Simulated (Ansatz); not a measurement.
Geometry optimisation, RKS PBE/def2-SVP in Ansatz 0.2.0.

Input:

```yaml
crystal:
  periodic: [false, false, false]
  atoms:
    - { symbol: Al, position_ang: [-0.002451, 0.191787, 0.154007] }
    - { symbol: C, position_ang: [-0.017102, 0.139868, 2.127693] }
    - { symbol: H, position_ang: [-1.002125, -0.09542, 2.582422] }
    - { symbol: H, position_ang: [0.76604, -0.509002, 2.580235] }
    - { symbol: H, position_ang: [0.236459, 1.165426, 2.486925] }
    - { symbol: H, position_ang: [1.406904, 0.175826, -0.607738] }
    - { symbol: H, position_ang: [-1.368165, 0.472714, -0.634318] }
    - { symbol: F, position_ang: [-0.277079, -2.583059, 0.862044] }
    - { symbol: H, position_ang: [-0.17288, -2.117841, 1.66393] }
basis:
  gaussian: { orbitals: def2-SVP }
hamiltonian:
  xc: pbe
relax:
  f_tol: 0.03
  max_steps: 50
```

Run as:

```bash
$ ansatz run input.yaml --threads 2 --pin off --max-ram 3072MiB --backend cpu --events-out ev --progress --plain --runs-dir out
```

Where does it end, and by what steps?

The run converged. After 24 steps the energy has fallen by 1.921 eV; F8 moved furthest, 1.12 Å. Parted: Al1–C2, F8–H9. Joined: Al1–F8, C2–H9.

| step | energy less start (eV) | largest force component (eV/Å) | accepted |
| --- | --- | --- | --- |
| 0 | 0.0000 | 0.479 | yes |
| 1 | -0.1023 | 0.757 | yes |
| 2 | -0.2241 | 1.021 | yes |
| 3 | -0.2805 | 0.497 | yes |
| 4 | -0.1560 | 1.343 | no |
| 5 | -0.3068 | 0.135 | yes |
| 6 | -0.3103 | 0.068 | yes |
| 7 | -0.3189 | 0.233 | yes |
| 8 | -0.3241 | 0.439 | yes |
| 9 | -0.3356 | 0.171 | yes |
| 10 | -0.3640 | 0.763 | yes |
| 11 | -0.5292 | 1.379 | yes |
| 12 | -1.1311 | 1.621 | yes |
| 13 | -1.6149 | 2.077 | yes |
| 14 | -1.8053 | 1.053 | yes |
| 15 | -1.8810 | 0.345 | yes |
| 16 | -1.8442 | 0.713 | no |
| 17 | -1.9058 | 0.289 | yes |
| 18 | -1.9151 | 0.087 | yes |
| 19 | -1.9178 | 0.110 | yes |
| 20 | -1.9206 | 0.034 | yes |
| 21 | -1.9210 | 0.049 | yes |
| 22 | -1.9213 | 0.032 | yes |
| 23 | -1.9208 | 0.063 | no |
| 24 | -1.9215 | 0.011 | yes |

```xyz
9
Properties=species:S:1:pos:R:3
Al -0.007 -0.470 -0.237
C -0.090 -0.195 2.478
H -1.104 0.146 2.752
H 0.536 -0.331 3.380
H 0.409 0.583 1.859
H 1.401 0.234 -0.484
H -1.437 0.217 -0.372
F 0.010 -2.161 -0.133
H -0.151 -1.182 1.972
```

Whether the end is a true minimum wasn't checked by a vibrational analysis.

Time of the run: 28 s on 2 threads of Arm Neoverse V1, with other jobs on the host, peak memory 0.13 GiB.
